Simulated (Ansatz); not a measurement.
in.yaml

```yaml
crystal:
  periodic: [false, false, false]
  atoms:
    - {symbol: F, position_ang: [0.000000, 0.000000, 0.000000]}
    - {symbol: Mg, position_ang: [0.000000, 0.000000, 1.804000]}
basis:
  gaussian: {orbitals: aug-cc-pVDZ}
magnetization: {spin_polarized: true, initial_magnetization: 3}
correlation: {method: ccsdt_q, electrons: outside_noble_gas}
```

```sh
$ ansatz run in.yaml --threads 1 --pin off --events-out ev --progress --plain --max-ram 2393MiB
```

The program prints:

```
827 factors; integrals over basis functions are off by at most 1.1e-7 eV
mean field evaluation 1: about -8130.1967 eV, gradient 1.4e1 eV
mean field evaluation 2: about -8130.2288 eV, gradient 1.4e1 eV
mean field evaluation 4: about -8132.9784 eV, gradient 2.7e0 eV
mean field evaluation 8: about -8133.2111 eV, gradient 2.7e-3 eV
mean field evaluation 16: about -8132.8764 eV, gradient 2.7e0 eV
mean field evaluation 32: about -8133.1995 eV, gradient 1.3e0 eV
mean field evaluation 64: about -8133.2021 eV, gradient 5.2e-1 eV
mean field evaluation 96: about -8129.8752 eV, gradient 1.9e1 eV
mean field evaluation 128: about -8132.3778 eV, gradient 1.4e0 eV
mean field evaluation 160: about -8132.7700 eV, gradient 3.0e0 eV
...
mean field -8133.21112715 eV, -298.8899960344 hartree, gradient 1.1e-6 eV, S^2 3.753544; 22 other end points of the search recorded, 0 dependent functions left out
determinant -8133.21112715 eV, -298.8899960344 hartree, with singles and doubles -8137.88308471 eV, -299.0616873078 hartree
determinant -8133.08055338 eV, -298.8851975366 hartree, with singles and doubles -8137.74699316 eV, -299.0566860355 hartree
determinant -8132.38987650 eV, -298.8598156296 hartree, with singles and doubles -8137.07233447 eV, -299.0318927859 hartree
determinant -8131.99432476 eV, -298.8452793713 hartree, with singles and doubles -8136.80905795 eV, -299.0222175523 hartree
determinant -8131.20273012 eV, -298.8161888049 hartree, with singles and doubles -8136.03767063 eV, -298.9938695913 hartree
determinant -8130.78817678 eV, -298.8009542506 hartree, with singles and doubles -8135.47187558 eV, -298.9730770066 hartree
determinant -8130.22485672 eV, -298.7802526201 hartree, with no singles and doubles
determinant -8130.20603825 eV, -298.7795610542 hartree, with no singles and doubles
determinant -8130.06149676 eV, -298.7742492524 hartree, with singles and doubles -8134.78299643 eV, -298.9477611647 hartree
determinant -8133.21112715 eV, -298.8899960344 hartree, with singles and doubles -8137.90515843 eV, -299.0624985021 hartree
determinant -8133.08055338 eV, -298.8851975366 hartree, with singles and doubles -8137.76870412 eV, -299.0574838986 hartree
determinant -8132.38987650 eV, -298.8598156296 hartree, with singles and doubles -8137.09370665 eV, -299.0326781990 hartree
determinant -8131.99432476 eV, -298.8452793713 hartree, with singles and doubles -8136.83331816 eV, -299.0231090988 hartree
determinant -8131.20273012 eV, -298.8161888049 hartree, with singles and doubles -8136.06086784 eV, -298.9947220730 hartree
determinant -8130.78817678 eV, -298.8009542506 hartree, with singles and doubles -8135.48764572 eV, -298.9736565485 hartree
determinant -8133.21112715 eV, -298.8899960344 hartree, with singles and doubles -8137.90727918 eV, -299.0625764381 hartree
determinant -8133.08055338 eV, -298.8851975366 hartree, with singles and doubles -8137.76993411 eV, -299.0575291001 hartree
6 core orbitals not correlated: weight in the atoms' cores, before any rotation towards them, 0.998 or more for the frozen orbitals, at most 0.002 for the correlated occupied ones
reference -8133.21112715 eV, -298.8899960344 hartree; 6, 3 occupied and 38, 41 virtual orbitals, 827 factors
second order -4.29466145 eV of doubles, -0.00000000 eV of singles
...
cycle  66  -4.81513066 eV  change   -7.3e-7 eV  update   2.0e-6
cycle  67  -4.81513263 eV  change   -2.0e-6 eV  update   2.3e-6
cycle  68  -4.81513456 eV  change   -1.9e-6 eV  update   3.1e-6
cycle  69  -4.81513494 eV  change   -3.9e-7 eV  update   1.9e-6
cycle  70  -4.81513527 eV  change   -3.3e-7 eV  update   7.8e-7
cycle  71  -4.81513555 eV  change   -2.8e-7 eV  update   2.9e-7
cycle  72  -4.81513574 eV  change   -1.9e-7 eV  update   4.2e-7
cycle  73  -4.81513597 eV  change   -2.4e-7 eV  update   1.3e-7
cycle  74  -4.81513613 eV  change   -1.6e-7 eV  update   1.4e-7
cycle  75  -4.81513623 eV  change   -9.7e-8 eV  update   1.3e-7
perturbative correction -0.02287173 eV, -0.0008405207 hartree
Total energy: -8138.04913512 eV, -299.0677895477 hartree
```

Ran on 1 thread of Arm Neoverse V2, shared host: 66 s wall, 0.43 GiB peak host memory.
